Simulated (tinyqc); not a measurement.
MP2 on RHF in the sto-6g basis, frozen core, for LiH, spin multiplicity 1, step by step. One step of it, computed by the program tinyqc.

Question. Integrals over molecular orbitals. (pq|rs) = sum C_ip C_jq C_kr C_ls (ij|kl), one index at a time.

coefficients C:
```
               MO1        MO2        MO3        MO4       MO5        MO6
1Li 1s    0.994086  -0.140841  -0.204018   0.000000  0.000000   0.109269
1Li 2s    0.023921   0.478905   0.800609   0.000000  0.000000  -0.561549
1Li 2px   0.000000   0.000000   0.000000  -0.266448  0.963849   0.000000
1Li 2py   0.000000   0.000000   0.000000   0.963849  0.266448   0.000000
1Li 2pz  -0.004780   0.333840  -0.597639   0.000000  0.000000  -0.873723
2H 1s    -0.000202   0.588327  -0.177737   0.000000  0.000000   0.987738
```

core Hamiltonian H = T + V (hartree), lower triangle:
```
            1Li 1s     1Li 2s    1Li 2px    1Li 2py    1Li 2pz      2H 1s
1Li 1s   -4.711853
1Li 2s   -1.000719  -1.340885
1Li 2px   0.000000   0.000000  -1.102234
1Li 2py   0.000000   0.000000   0.000000  -1.102234
1Li 2pz  -0.010636  -0.097489   0.000000   0.000000  -1.177584
2H 1s    -0.117742  -0.465303   0.000000   0.000000  -0.619032  -1.255051
```

Two-electron integrals (ij|kl) in chemists' order, unique and non-zero (hartree):
```
(11|11) 1.681247   (21|11) 0.242603   (21|21) 0.044507   (22|11) 0.397190
(22|21) 0.090279   (22|22) 0.290625   (31|31) 0.009437   (32|31) 0.014261
(32|32) 0.064236   (33|11) 0.397190   (33|21) 0.090279   (33|22) 0.290625
(33|33) 0.313125   (41|41) 0.009437   (42|41) 0.014261   (42|42) 0.064236
(43|43) 0.016875   (44|11) 0.397190   (44|21) 0.090279   (44|22) 0.290625
(44|33) 0.279374   (44|44) 0.313125   (51|51) 0.009437   (52|51) 0.014261
(52|52) 0.064236   (53|53) 0.016875   (54|54) 0.016875   (55|11) 0.397190
(55|21) 0.090279   (55|22) 0.290625   (55|33) 0.279374   (55|44) 0.279374
(55|55) 0.313125   (61|11) 0.027459   (61|21) 0.004958   (61|22) 0.010256
(61|33) 0.010108   (61|44) 0.010108   (61|51) 0.000667   (61|52) 0.001389
(61|55) 0.010552   (61|61) 0.000613   (62|11) 0.094785   (62|21) 0.021986
(62|22) 0.078717   (62|33) 0.074311   (62|44) 0.074311   (62|51) 0.003635
(62|52) 0.024225   (62|55) 0.087528   (62|61) 0.003015   (62|62) 0.039808
(63|31) 0.001515   (63|32) 0.007708   (63|53) 0.003332   (63|63) 0.002278
(64|41) 0.001515   (64|42) 0.007708   (64|54) 0.003332   (64|64) 0.002278
(65|11) 0.125021   (65|21) 0.029221   (65|22) 0.107637   (65|33) 0.100242
(65|44) 0.100242   (65|51) 0.005656   (65|52) 0.037558   (65|55) 0.122426
(65|61) 0.004143   (65|62) 0.059077   (65|65) 0.088424   (66|11) 0.261285
(66|21) 0.061516   (66|22) 0.242452   (66|33) 0.221681   (66|44) 0.221681
(66|51) 0.010474   (66|52) 0.089342   (66|55) 0.283994   (66|61) 0.008743
(66|62) 0.159855   (66|65) 0.244525   (66|66) 0.774999
```

Give: one-electron integrals over orbitals h = C^T H C; Two-electron integrals over orbitals.

Answer.

one-electron integrals over orbitals h = C^T H C (hartree), lower triangle:
```
        1       2       3       4       5       6
1  -4.704
2   0.096  -1.348
3   0.165   0.015  -1.106
4   0.000   0.000   0.000  -1.102
5   0.000   0.000   0.000   0.000  -1.102
6  -0.055   0.030   0.026   0.000   0.000  -1.014
```

Two-electron integrals over orbitals (pq|rs), unique and non-zero (hartree); the lowest 1 orbital is frozen and left out:
```
(22|22) 0.462    (32|22) -0.055   (32|32) 0.018    (33|22) 0.213
(33|32) 0.013    (33|33) 0.333    (42|42) 0.021    (43|42) 0.020
(43|43) 0.042    (44|22) 0.250    (44|32) 0.011    (44|33) 0.281
(44|44) 0.313    (52|52) 0.021    (53|52) 0.020    (53|53) 0.042
(54|54) 0.017    (55|22) 0.250    (55|32) 0.011    (55|33) 0.281
(55|44) 0.279    (55|55) 0.313    (62|22) 0.113    (62|32) -0.041
(62|33) -0.020   (62|44) -0.034   (62|55) -0.034   (62|62) 0.131
(63|22) -0.055   (63|32) 0.014    (63|33) 0.036    (63|44) 0.006
(63|55) 0.006    (63|62) -0.036   (63|63) 0.028    (64|42) -0.019
(64|43) -0.013   (64|64) 0.020    (65|52) -0.019   (65|53) -0.013
(65|65) 0.020    (66|22) 0.433    (66|32) -0.046   (66|33) 0.238
(66|44) 0.262    (66|55) 0.262    (66|62) 0.106    (66|63) -0.045
(66|66) 0.430
```
